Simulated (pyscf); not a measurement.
HO–Si(OH)(F)–F + H atom (H•) -> HO–Si•(OH)–F + hydrogen fluoride (HF), an atom transfer (doublet surface; F–Si broken, F–H formed). Single points on ωB97X-D3(BJ)/def2-SVP structures (PySCF, gas phase). Energies in kcal/mol from the separated reactants.

Small-basis levels: PySCF, no dispersion term, spherical d functions. Open shells are spin-unrestricted. 

Q: Quick BP86/6-31G* single points give ΔE‡ = 39.1 kcal/mol and ΔE = +28.6 kcal/mol. What does ωB97M-D3(BJ)/def2-TZVP give, and how far is the quick result from it?

A: ωB97M-D3(BJ)/def2-TZVP gives ΔE‡ = 52.6 kcal/mol and ΔE = +28.4 kcal/mol. BP86/6-31G* lies 13.5 kcal/mol under it in the barrier and 0.1 kcal/mol over it in the reaction energy, so on this step it does not hold to within 3.0 kcal/mol. ωB97M-D3(BJ)/def2-TZVP has limits of its own. On the product side the descent ends in a complex, 5.6 kcal/mol under the separated species and 34.0 kcal/mol under the saddle at ωB97X-D3(BJ)/def2-TZVP. At ωB97X-D3(BJ)/def2-TZVP the barrier from the zero used here is 56.3 kcal/mol. One saddle was located; it need not be the lowest between these sides. The angle at the transferred F is 147°.
